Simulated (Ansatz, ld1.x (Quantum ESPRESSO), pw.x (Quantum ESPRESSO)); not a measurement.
Equation-of-state test of one PAW potential (Si (Z = 14))

* Element: Si
* Generator: ld1.x (Quantum ESPRESSO) 7.5
* Type: PAW
* Functional: LDA (PW92)
* Relativity: scalar-relativistic
* Frozen core: [Ne]
* Valence charge: 4
* Reference configuration: 3s2 3p1 (charge +1)
* Partial waves: 3s (bound): rcut 1.30, rcutus 1.75 bohr; 3s channel at -0.45 Ry: rcut 1.30, rcutus 1.75 bohr; 3p (bound): rcut 1.80, rcutus 2.50 bohr; 3p channel at 0.55 Ry: rcut 1.80, rcutus 2.50 bohr; 3d channel at 0.15 Ry: rcut 2.25, rcutus 2.40 bohr; 3d channel at 2.4 Ry: rcut 2.25, rcutus 2.40 bohr
* Local potential: all-electron potential smoothed inside 1.40 bohr (lloc = -1)
* Core correction: Bessel-smoothed model core, default radius (core density twice the valence density)
* Augmentation charge: PSQ, inside the norm-conserving radii

Atomic tests: cutoffs needed: 10 Ry and 15 Ry (the cutoffs (Ry, on a coarse ladder) from which the occupation-weighted sum of valence levels, in a spherical-Bessel basis at the reference potential, stays within 10 and 1 mRy of its value at 400 Ry); ghost test: no extra level below or beside the all-electron valence levels (s, p, d, f tested) (spherical-Bessel basis up to 400 Ry, 20 bohr box); largest excitation error: -57 meV (all-electron minus pseudo) for 3s1 3p0, out of 7 test configurations.

Crystal test: sc Si in pw.x 7.5, no spin, 13³ k-points, Fermi–Dirac smearing 0.01 Ry, cutoffs 40/320 Ry. The reference is all-electron LAPW (Ansatz 0.2.0) with the same functional, mesh and smearing; V0 and B0 come from Birch–Murnaghan fits to the pressures at five volumes. Errors are pseudo minus all-electron; Δ is the rms difference of the E(V) curves that follow from these fits, minima aligned, over ±6 % about the mean V0. Mesh and smearing are coarse, so the numbers serve the comparison and aren't converged zero-temperature values; the lattice is a test structure that the element need not adopt.

| V (Å³/atom) | P all-electron (GPa) | P pseudo (GPa) |
| --- | --- | --- |
| 14.919 | 6.32 | 4.17 |
| 15.311 | 3.01 | 1.01 |
| 15.704 | 0.11 | -1.75 |
| 16.097 | -2.43 | -4.16 |
| 16.489 | -4.66 | -6.26 |

All-electron: a0 = 2.505 Å (V0 = 15.72 Å³/atom), B0 = 108.0 GPa.

Pseudopotential: mean pressure error (GPa): -1.87; a0 (Å): 2.491; a0 error (%): -0.58; B0 error (%): +2.4; Δ (meV/atom): 6.5. The largest radius (2.50 bohr) exceeds half the bond length (2.37 bohr), so the spheres overlap, which is one possible source of error among others. This is a poor potential for the solid.

Task: At the middle volume, how do free energy and pressure move when the wave cutoff is lowered (ecutrho held at 320 Ry)?

Result:

```
cutoff (Ry)  shift of F (meV/atom)  shift of P (GPa)
         18                  +16.5             +0.38
         24                  +11.9             +0.32
         32                   +5.7             +0.09
```

The run at the middle volume (84 k-points, 7 iterations) took about 3.5 s on one core of a shared host (Neoverse-V2, 96 threads, 742 GiB, load 76).
